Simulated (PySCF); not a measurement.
allene (C3H4), SMILES C(=C)=C.

Geometry optimised at PBE0-D3(BJ)/def2-TZVP.

Two levels are set side by side: TDDFT-PBE/def2-SVPD (PySCF) and ADC(2)/aug-cc-pVDZ (PySCF). Vertical, same geometry; the bases differ. Differences are taken from unrounded values.

```
quantity                        ADC(2)  TDDFT-PBE  TDDFT-PBE minus ADC(2)
------------------------------  ------  ---------  ----------------------
lowest singlet excitation (eV)    6.30       5.86                   -0.43
```

A lower first singlet is the usual sign of a functional without exact exchange. Differences between two approximate levels are no errors against the true value.

Rough cost on one machine, each run with all the roots and properties that it gave: ADC(2) against TDDFT-PBE about 6 times.
